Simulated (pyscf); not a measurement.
Structures and frequencies: ωB97X-D3(BJ)/def2-SVP in PySCF.

Q: For the elementary gas-phase step H₃Si–Si•(SiH₃)–SiH₃ (SMILES [SiH3][Si]([SiH3])[SiH3]) + HCl (SMILES Cl) -> •H₂Si–Si(SiH₃)(SiH₃)–Cl (SMILES [SiH2][Si]([SiH3])([SiH3])Cl) + H₂ (SMILES [H][H]) (doublet surface; H–Si, Cl–H broken, Cl–Si, H–H formed), what barrier and reaction energy does ωB97M-D3(BJ)/def2-TZVP give, measured from the separated reactants?

A: ΔE‡ = 28.4 kcal/mol, ΔE = -10.7 kcal/mol. Zero-point energy shifts the barrier by -0.5 kcal/mol. It is a concerted two-bond exchange, with an imaginary mode of 837i cm⁻¹. •H₂Si–Si(SiH₃)(SiH₃)–Cl lies 6.3 kcal/mol over its isomer H₃Si–Si•(SiH₃)–SiH₂–Cl (electronic energy, ωB97M-D3(BJ)). One saddle was located; it need not be the lowest between these sides.
